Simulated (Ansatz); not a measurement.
Steps of a relaxation of `O=CC#CF` with RKS PBE-D4/def2-SVP.

```sh
$ ansatz run in.yaml --threads 2 --pin off --events-out ev --progress --plain --max-ram 4352MiB
```

```yaml
crystal:
  periodic: [false, false, false]
  atoms:
    - {symbol: O, position_ang: [0.485800, -1.648500, 1.240900]}
    - {symbol: C, position_ang: [-0.029100, -0.489700, 1.048700]}
    - {symbol: C, position_ang: [-0.040200, 0.118800, -0.267900]}
    - {symbol: C, position_ang: [0.080500, 0.634300, -1.345200]}
    - {symbol: F, position_ang: [0.021200, 1.187900, -2.574100]}
    - {symbol: H, position_ang: [-0.476000, 0.133300, 1.851400]}
basis:
  gaussian: {orbitals: def2-SVP}
hamiltonian: {xc: pbe, dispersion: d4}
relax: {f_tol: 0.03, max_steps: 200}
```

Positions (Å) and forces (eV/Å) along the path, 9 of 9 steps:

```xyz
6
step=1 energy=-7873.1137 eV
O     0.486   -1.649    1.241   -1.718    3.637   -0.300
C    -0.029   -0.490    1.049    1.857   -3.582   -0.367
C    -0.040    0.119   -0.268    0.009   -1.098    2.580
C     0.081    0.634   -1.345   -0.376    2.325   -5.227
F     0.021    1.188   -2.574    0.347   -1.269    2.901
H    -0.476    0.133    1.851   -0.119   -0.013    0.413
6
step=2 energy=-7872.9909 eV rejected
O     0.385   -1.657    1.228    0.441    2.837   -0.025
C     0.134   -0.427    1.075   -2.488   -3.519   -0.127
C     0.034    0.146   -0.253    1.047    0.513    0.120
C     0.084    0.648   -1.372   -0.485    0.487   -1.215
F    -0.031    1.156   -2.570    0.251   -0.585    1.372
H    -0.564    0.071    1.846    1.235    0.267   -0.124
6
step=3 energy=-7873.3984 eV
O     0.479   -1.611    1.240   -0.725    1.300   -0.152
C    -0.030   -0.499    1.032    0.902   -1.333    0.288
C    -0.033    0.122   -0.274    0.125    0.310   -0.292
C     0.075    0.648   -1.380   -0.446   -0.418    0.684
F     0.030    1.167   -2.537    0.187    0.205   -0.345
H    -0.478    0.109    1.874   -0.043   -0.065   -0.183
6
step=4 energy=-7873.4081 eV
O     0.496   -1.611    1.248   -0.111    0.305   -0.191
C    -0.005   -0.518    1.045   -0.168    0.301   -0.452
C    -0.089    0.151   -0.273    0.203   -0.618    0.618
C    -0.025    0.645   -1.390    0.242    0.053   -0.099
F     0.123    1.167   -2.546   -0.190    0.019    0.041
H    -0.458    0.102    1.870    0.023   -0.061    0.084
6
step=5 energy=-7873.4265 eV
O     0.468   -1.612    1.240   -0.021    0.495   -0.045
C     0.011   -0.493    1.041   -0.350   -0.549    0.026
C    -0.037    0.137   -0.269    0.284    0.107   -0.051
C     0.034    0.645   -1.382   -0.139   -0.158    0.275
F     0.056    1.164   -2.546    0.025    0.072   -0.093
H    -0.489    0.095    1.870    0.202    0.033   -0.112
6
step=6 energy=-7873.4411 eV
O     0.467   -1.609    1.249    0.008   -0.058    0.073
C    -0.006   -0.507    1.035   -0.017    0.049   -0.011
C    -0.003    0.132   -0.267    0.014   -0.041    0.039
C     0.024    0.638   -1.379   -0.015    0.056   -0.054
F     0.047    1.174   -2.536   -0.002    0.019   -0.035
H    -0.487    0.108    1.852    0.012   -0.025   -0.011
6
step=7 energy=-7873.4420 eV
O     0.465   -1.610    1.259    0.021   -0.071    0.044
C    -0.004   -0.509    1.035   -0.032    0.078   -0.009
C     0.002    0.125   -0.271    0.015   -0.022   -0.002
C     0.024    0.638   -1.381   -0.017    0.041   -0.014
F     0.043    1.182   -2.536    0.000   -0.011    0.016
H    -0.487    0.110    1.848    0.013   -0.015   -0.035
6
step=8 energy=-7873.4426 eV
O     0.461   -1.614    1.275    0.034   -0.070    0.010
C    -0.001   -0.513    1.034   -0.053    0.107   -0.024
C     0.013    0.114   -0.277    0.011   -0.031   -0.020
C     0.023    0.638   -1.383   -0.004    0.038    0.014
F     0.035    1.194   -2.533   -0.002   -0.037    0.048
H    -0.489    0.116    1.836    0.013   -0.008   -0.028
6
step=9 energy=-7873.4432 eV
O     0.459   -1.615    1.287    0.001    0.000   -0.004
C     0.000   -0.516    1.032   -0.004    0.007    0.001
C     0.020    0.100   -0.283    0.006   -0.028    0.029
C     0.022    0.643   -1.379   -0.002    0.015   -0.019
F     0.030    1.200   -2.526    0.001    0.006   -0.017
H    -0.489    0.124    1.823   -0.002    0.000    0.009
```

It took 4.5 s on 2 threads of an Intel Xeon 6975P-C on a shared host, with 0.16 GiB of host memory at the peak.
